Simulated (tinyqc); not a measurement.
Pariser-Parr-Pople SCF with singles CI, for the molecule C=CC=C (SMILES; centres numbered as the heavy atoms are written), step by step. One step of it, computed by the program tinyqc.

Problem. PPP integrals. Ohno: gamma = 14.399645/sqrt(R^2 + a^2), a = 2 x 14.399645/(gamma_rr + gamma_ss); H_rr = -W_r - sum_(s != r) z_s gamma_rs; H_rs = beta for bonds.

Centres (angstrom, eV; a flat drawing with bonds scaled to 1.40 angstrom):
```
centre          x          y  core charge z          W   gamma_rr
1C      -1.848000  -0.127000              1  11.160000  11.130000
2C      -0.559000   0.421000              1  11.160000  11.130000
3C       0.559000  -0.421000              1  11.160000  11.130000
4C       1.848000   0.127000              1  11.160000  11.130000
```

Resonance integrals (eV):
```
i  j       beta
1  2  -2.390000
2  3  -2.390000
3  4  -2.390000
```

Give: repulsion gamma_rs; core matrix H.

Solution.

repulsion gamma_rs (eV), lower triangle:
```
        1C      2C      3C      4C
1C  11.130
2C   7.552  11.130
3C   5.239   7.555  11.130
4C   3.670   5.239   7.552  11.130
```

core matrix H (eV), lower triangle:
```
         1C       2C       3C       4C
1C  -27.621
2C   -2.390  -31.506
3C    0.000   -2.390  -31.506
4C    0.000    0.000   -2.390  -27.621
```
